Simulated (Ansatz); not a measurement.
The same path of BClH4S (7 atoms, charge 0, multiplicity 1) was run twice with different band settings. Lost on the way: B1–H2, S5–H7. Made: H2–H7.

Method: RKS B3LYP/def2-SVP in Ansatz 0.2.0.

Relaxed end points:

```xyz
7
Properties=species:S:1:pos:R:3
B -0.012 0.035 0.088
H 0.237 0.617 1.117
H 0.848 0.000 -0.761
Cl -1.720 0.233 -0.533
S 0.171 -1.957 0.803
H -0.386 -2.633 -0.231
H -0.956 -2.046 1.550
```

```xyz
7
Properties=species:S:1:pos:R:3
B -0.011 -0.480 -0.954
H -0.381 -0.221 3.356
H 0.907 0.288 -1.037
Cl -1.603 0.015 -1.515
S 0.339 -2.087 -0.252
H -0.908 -2.611 -0.337
H -0.162 -0.656 2.771
```

Common settings: movable images 7; climbing image yes; optimiser quadratic models (default); start path through a guess of the saddle point; force threshold 0.05 eV/Å; iteration limit 60; end points relaxed.

| run | spring |
| --- | --- |
| 1 | 5.0 eV/Å² |
| 2 | 20.0 eV/Å² |

Q: What does each run give, and how far can it be trusted?

A: Run 1: converged after 16 iterations, highest image 0.897 eV above the first end. A vibrational analysis at the climbing image gives one clearly imaginary mode, 882i cm⁻¹: a first-order saddle point.
Run 2: converged after 15 iterations, highest image 0.897 eV above the first end. Another band between the same ends (7 images) ends at a top of the same energy, where a vibrational analysis finds 1 clearly imaginary mode.
The orbitals stay closed-shell, which can raise the energy where a bond breaks towards radicals; this wasn't checked here.
